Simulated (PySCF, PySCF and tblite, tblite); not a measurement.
# SiH4Cl−: a path driven as pseudorotation, and NMR exchange, part 2 of 2

PySCF and tblite. Atoms count from 0. The steps go on from the part before.

## 9. Kinetics and line shapes

Job settings and geometry (Å):

```
{"job": {"smiles": "[SiH4-]Cl", "charge": -1, "mult": 1, "motion": "berry", "what": "Berry pseudorotation", "centre": 0, "atoms": {"centre": 0, "axial": [1, 3], "pivot": 5}, "study": "path", "level": {"kind": "nmr", "xc": "PBE0", "basis": "pcSseg-2"}, "fields": [60, 100, 400], "first": 2, "seed": 508, "refine": {"xc": "PBE0", "basis": "def2-TZVP"}, "drives": [{"terms": [["a", [5, 0, 1], 0.5], ["a", [5, 0, 3], 0.5], ["a", [5, 0, 2], -0.5], ["a", [5, 0, 4], -0.5]], "to": 30, "n": 8}], "kind": "path"}, "charge": -1, "multiplicity": 1}
Si    -0.283275     0.073379     0.134702
Cl     2.081331    -0.535776    -1.017268
H      0.023592     1.345727    -0.504462
H     -1.612912     0.416284     0.782529
H      0.492381    -0.277651     1.316516
H     -0.697995    -1.019972    -0.733591
```

Log:

```text
stationary points (kcal/mol above the start)
  n  kind          group   xTB      DFT    lowest mode
  0  minimum      C3v      0.00     0.00     104.6
  1  saddle       C2v      2.91     5.77     -88.9
  2  minimum      C3v      0.00     0.00     104.7

GFN2-xTB energies: T/K, barrier G, reaction G (kcal/mol), k forward, k back (1/s)
 150.00     2.23     0.00   5.32e+09   5.34e+09
 200.00     2.14     0.00   5.67e+10   5.69e+10
 250.00     2.07     0.00   2.41e+11   2.42e+11
 298.15     2.02     0.00    6.2e+11   6.21e+11
 350.00     1.97     0.00   1.29e+12   1.29e+12
 400.00     1.94     0.00   2.19e+12   2.19e+12
 500.00     1.90     0.00    4.6e+12   4.61e+12

PBE0-D3(BJ)/def2-TZVP energies: T/K, barrier G, reaction G (kcal/mol), k forward, k back (1/s)
 150.00     6.33     0.00   5.54e+03   5.57e+03
 200.00     6.25     0.00   1.85e+06   1.86e+06
 250.00     6.18     0.00   6.21e+07   6.22e+07
 298.15     6.12     0.00   6.07e+08   6.08e+08
 350.00     6.07     0.00   3.53e+09   3.53e+09
 400.00     6.04     0.00   1.25e+10   1.25e+10
 500.00     6.01     0.00   7.39e+10   7.39e+10

PBE0/pcSseg-2 + D3(BJ) energies: T/K, barrier G, reaction G (kcal/mol), k forward, k back (1/s)
 150.00     5.09     0.00   3.61e+05   3.63e+05
 200.00     5.01     0.00   4.24e+07   4.26e+07
 250.00     4.93     0.00   7.61e+08   7.62e+08
 298.15     4.88     0.00   4.96e+09   4.97e+09
 350.00     4.83     0.00   2.11e+10   2.11e+10
 400.00     4.80     0.00   5.99e+10      6e+10
 500.00     4.76     0.00   2.59e+11   2.59e+11
```

Run time: 28 s. Hardware: 1 thread of Intel Xeon Platinum 8488C, shared host; peak memory 0.55 GiB. This counts the whole study up to here.

Barriers by level (kcal/mol; entropies in cal/(mol K)). Zero-point and thermal terms come from xTB in every row. ΔG‡ leaves symmetry out; the rate counts equivalent paths (a factor of 3); effective ΔG‡, where given, is the barrier that would give that rate by Eyring's equation alone:

```csv
level,ΔE‡,with zero-point,ΔH‡,ΔS‡,ΔG‡ (298 K),ΔE of reaction,k at 298 K (1/s),effective ΔG‡
GFN2-xTB,2.91,2.47,2.48,1.6,2.02,0.00,6.2e+11,1.37
PBE0-D3(BJ)/def2-TZVP,7.02,6.58,6.58,1.6,6.12,0.00,6.1e+08,5.47
PBE0/pcSseg-2 + D3(BJ),5.77,5.33,5.34,1.6,4.88,0.00,5e+09,4.23
```

Sites that the driver pairs across this motion, and where their lines would merge (no couplings; faster rotations, inversion at nitrogen or exchange between molecules can average them sooner):

| nucleus | sites: shielding (ppm) | proton frequency (MHz) | spread (Hz) | coalescence (K) | lines at 298 K |
| --- | --- | --- | --- | --- | --- |
| $^{1}$H | H2, H4, H5: 26.41; H3: 27.66 | 60 | 76 | 106 | 1 |
| $^{1}$H | H2, H4, H5: 26.41; H3: 27.66 | 100 | 126 | 108 | 1 |
| $^{1}$H | H2, H4, H5: 26.41; H3: 27.66 | 400 | 503 | 114 | 1 |

## 10. Nudged elastic band, band settings drawn wide

Job settings and geometry (Å):

```
{"job": {"images": 5, "spring": 0.1, "start": "scan", "climb": false, "fmax": 0.1, "method": "GFN2-xTB", "steps": 200, "xc": "GFN2-xTB", "basis": "xTB", "kind": "neb"}, "charge": -1, "multiplicity": 1}
Si    -0.283275     0.073379     0.134702
Cl     2.081331    -0.535776    -1.017268
H      0.023592     1.345727    -0.504462
H     -1.612912     0.416284     0.782529
H      0.492381    -0.277651     1.316516
H     -0.697995    -1.019972    -0.733591
```

Log:

```text
image   E - E0 / eV
  0       0.0000
  1       0.0987
  2       0.1288
  3       0.1044
  4       0.0000
```

Run time: 0.16 s. Hardware: 1 thread of Intel Xeon Platinum 8488C, shared host.

The highest point is number 2, 3.0 kcal/mol above the first.

## 11. Shieldings, start: PBE0/6-31G*

Job settings and geometry (Å):

```
{"job": {"kind": "nmr", "xc": "PBE0", "basis": "6-31G*", "pop": false}, "charge": -1, "multiplicity": 1}
Si    -0.248934     0.064501     0.117989
Cl     2.060371    -0.529660    -1.007519
H      0.019106     1.382318    -0.514878
H     -1.604592     0.414581     0.778195
H      0.499222    -0.283926     1.354117
H     -0.722051    -1.045823    -0.749478
```

Log:

```text
coarse grid: 5728 points
cycle   1  E = -751.7995812993  dE = -3.539e-01  |g| = 3.654e-01  |ddm| = 1.738e+00
cycle   2  E = -751.8070616573  dE = -7.480e-03  |g| = 3.636e-01  |ddm| = 1.201e+00
cycle   3  E = -751.8490712359  dE = -4.201e-02  |g| = 1.352e-02  |ddm| = 5.723e-01
cycle   4  E = -751.8491307082  dE = -5.947e-05  |g| = 7.651e-03  |ddm| = 3.548e-02
cycle   5  E = -751.8491538285  dE = -2.312e-05  |g| = 6.749e-04  |ddm| = 1.178e-02
cycle   6  E = -751.8491539578  dE = -1.293e-07  |g| = 1.306e-04  |ddm| = 1.019e-03
final grid: 45160 points
cycle   7  E = -751.8228278610  dE = -2.278e-06  |g| = 1.172e-03  |ddm| = 6.260e-03
cycle   8  E = -751.8228279453  dE = -8.430e-08  |g| = 1.073e-03  |ddm| = 3.453e-03
cycle   9  E = -751.8228283148  dE = -3.695e-07  |g| = 3.551e-05  |ddm| = 1.674e-03
cycle  10  E = -751.8228283152  dE = -3.649e-10  |g| = 1.255e-05  |ddm| = 5.422e-05
converged SCF energy = -751.8228283152

GIAO shielding tensors (ppm)
atom      isotropic    diamagn.    paramagn.     s11        s22        s33       span
  0 Si     545.206     876.901    -331.695    460.489    587.457    587.672    127.184
  1 Cl     932.337    1148.831    -216.494    844.139    844.538   1108.333    264.194
  2 H       27.834      28.889      -1.055     23.218     28.546     31.739      8.521
  3 H       28.620      29.456      -0.836     25.964     25.966     33.930      7.966
  4 H       27.839      28.890      -1.050     23.233     28.541     31.744      8.511
  5 H       27.839      28.890      -1.051     23.233     28.541     31.744      8.511
```

It took 1 s on 1 thread of Intel Xeon Platinum 8488C, shared host.

This run: HOMO -1.48 eV, LUMO 6.49 eV.

## 12. Single-point energy, saddle of leg 1: PBE0/6-31G*

Job settings and geometry (Å):

```
{"job": {"kind": "sp", "xc": "PBE0", "basis": "6-31G*", "pop": false}, "charge": -1, "multiplicity": 1}
Si    -0.501183    -0.021867     0.109402
Cl     2.838689     0.123906    -0.619628
H     -0.001800     0.844477    -0.972949
H     -1.288732     0.826038     1.068566
H      0.474987    -0.810602     0.881685
H     -1.521961    -0.961953    -0.467076
```

Log:

```text
coarse grid: 5728 points
cycle   1  E = -751.7774029433  dE = -4.059e-01  |g| = 4.034e-01  |ddm| = 1.672e+00
cycle   2  E = -751.7833110023  dE = -5.908e-03  |g| = 4.098e-01  |ddm| = 1.460e+00
cycle   3  E = -751.8386709916  dE = -5.536e-02  |g| = 1.264e-02  |ddm| = 7.425e-01
cycle   4  E = -751.8387263818  dE = -5.539e-05  |g| = 6.508e-03  |ddm| = 3.532e-02
cycle   5  E = -751.8387433554  dE = -1.697e-05  |g| = 4.774e-04  |ddm| = 1.089e-02
cycle   6  E = -751.8387434332  dE = -7.788e-08  |g| = 7.021e-05  |ddm| = 9.818e-04
final grid: 45160 points
cycle   7  E = -751.8124432396  dE = -1.647e-06  |g| = 1.145e-03  |ddm| = 5.325e-03
cycle   8  E = -751.8124433379  dE = -9.835e-08  |g| = 1.044e-03  |ddm| = 3.690e-03
cycle   9  E = -751.8124436916  dE = -3.537e-07  |g| = 1.388e-05  |ddm| = 1.688e-03
cycle  10  E = -751.8124436917  dE = -8.754e-11  |g| = 4.475e-06  |ddm| = 3.921e-05
converged SCF energy = -751.8124436917
```

It took 0.45 s on 1 thread of Intel Xeon Platinum 8488C, shared host.

In short: HOMO -0.52 eV, LUMO 5.58 eV.

## 13. Second level: PBE0/6-31G* + D3(BJ)

Job settings and geometry (Å):

```
{"job": {"smiles": "[SiH4-]Cl", "charge": -1, "mult": 1, "motion": "berry", "what": "Berry pseudorotation", "centre": 0, "atoms": {"centre": 0, "axial": [1, 3], "pivot": 5}, "study": "path", "level": {"kind": "nmr", "xc": "PBE0", "basis": "6-31G*", "wide": true}, "fields": [60, 100, 400], "first": 2, "seed": 508, "refine": {"xc": "PBE0", "basis": "def2-TZVP"}, "drives": [{"terms": [["a", [5, 0, 1], 0.5], ["a", [5, 0, 3], 0.5], ["a", [5, 0, 2], -0.5], ["a", [5, 0, 4], -0.5]], "to": 30, "n": 8}], "kind": "pathvar"}, "charge": -1, "multiplicity": 1}
Si    -0.283275     0.073379     0.134702
Cl     2.081331    -0.535776    -1.017268
H      0.023592     1.345727    -0.504462
H     -1.612912     0.416284     0.782529
H      0.492381    -0.277651     1.316516
H     -0.697995    -1.019972    -0.733591
```

Log:

```text
stationary points (kcal/mol above the start)
  n  kind          group   xTB      DFT    lowest mode
  0  minimum      C3v      0.00     0.00     104.6
  1  saddle       C2v      2.91     6.73     -88.9
  2  minimum      C3v      0.00     0.00     104.7

GFN2-xTB energies: T/K, barrier G, reaction G (kcal/mol), k forward, k back (1/s)
 150.00     2.23     0.00   5.32e+09   5.34e+09
 200.00     2.14     0.00   5.67e+10   5.69e+10
 250.00     2.07     0.00   2.41e+11   2.42e+11
 298.15     2.02     0.00    6.2e+11   6.21e+11
 350.00     1.97     0.00   1.29e+12   1.29e+12
 400.00     1.94     0.00   2.19e+12   2.19e+12
 500.00     1.90     0.00    4.6e+12   4.61e+12

PBE0-D3(BJ)/def2-TZVP energies: T/K, barrier G, reaction G (kcal/mol), k forward, k back (1/s)
 150.00     6.33     0.00   5.54e+03   5.57e+03
 200.00     6.25     0.00   1.85e+06   1.86e+06
 250.00     6.18     0.00   6.21e+07   6.22e+07
 298.15     6.12     0.00   6.07e+08   6.08e+08
 350.00     6.07     0.00   3.53e+09   3.53e+09
 400.00     6.04     0.00   1.25e+10   1.25e+10
 500.00     6.01     0.00   7.39e+10   7.39e+10

PBE0/pcSseg-2 + D3(BJ) energies: T/K, barrier G, reaction G (kcal/mol), k forward, k back (1/s)
 150.00     5.09     0.00   3.61e+05   3.63e+05
 200.00     5.01     0.00   4.24e+07   4.26e+07
 250.00     4.93     0.00   7.61e+08   7.62e+08
 298.15     4.88     0.00   4.96e+09   4.97e+09
 350.00     4.83     0.00   2.11e+10   2.11e+10
 400.00     4.80     0.00   5.99e+10      6e+10
 500.00     4.76     0.00   2.59e+11   2.59e+11

PBE0/6-31G* + D3(BJ) energies: T/K, barrier G, reaction G (kcal/mol), k forward, k back (1/s)
 150.00     6.05     0.00   1.44e+04   1.44e+04
 200.00     5.97     0.00   3.78e+06   3.79e+06
 250.00     5.89     0.00    1.1e+08    1.1e+08
 298.15     5.84     0.00    9.8e+08   9.81e+08
 350.00     5.79     0.00    5.3e+09   5.31e+09
 400.00     5.76     0.00   1.79e+10   1.79e+10
 500.00     5.72     0.00   9.83e+10   9.84e+10
```

Wall time 30 s (1 thread of Intel Xeon Platinum 8488C, shared host); peak memory 0.55 GiB. This counts the runs that the step sums up.

Barriers by level (kcal/mol; entropies in cal/(mol K)). Zero-point and thermal terms come from xTB in every row. ΔG‡ leaves symmetry out; the rate counts equivalent paths (a factor of 3); effective ΔG‡, where given, is the barrier that would give that rate by Eyring's equation alone:

```csv
level,ΔE‡,with zero-point,ΔH‡,ΔS‡,ΔG‡ (298 K),ΔE of reaction,k at 298 K (1/s),effective ΔG‡
GFN2-xTB,2.91,2.47,2.48,1.6,2.02,0.00,6.2e+11,1.37
PBE0-D3(BJ)/def2-TZVP,7.02,6.58,6.58,1.6,6.12,0.00,6.1e+08,5.47
PBE0/pcSseg-2 + D3(BJ),5.77,5.33,5.34,1.6,4.88,0.00,5e+09,4.23
PBE0/6-31G* + D3(BJ),6.73,6.29,6.30,1.6,5.84,0.00,9.8e+08,5.19
```

## 14. Outcome

What follows sums up all 2 parts.

| quantity | value |
| --- | --- |
| barrier (PBE0/pcSseg-2 + D3(BJ)) | ΔE‡ 5.8, ΔG‡(298 K) 4.9 kcal/mol |
| barrier (GFN2-xTB) | ΔE‡ 2.9 kcal/mol |
| rate at 298 K | 5e+09 s⁻¹ |
| end of the path | the start, renumbered or mirrored |
| coalescence of $^{1}$H H2 | 114 K at 400 MHz |

**Reading.** DFT puts the top 5.8 kcal/mol above the start (xTB: 2.9); the rate from the DFT barrier is 5e+09 s⁻¹ at 298 K. An error of 1.4 kcal/mol changes that rate tenfold. The $^{1}$H lines of H2 and its partners, 503 Hz apart at 400 MHz, merge at 114 K, so by this path alone the exchange at 298 K is fast for them; other paths were not followed. PBE0/6-31G* + D3(BJ) moves the barrier from 5.8 to 6.7 kcal/mol.
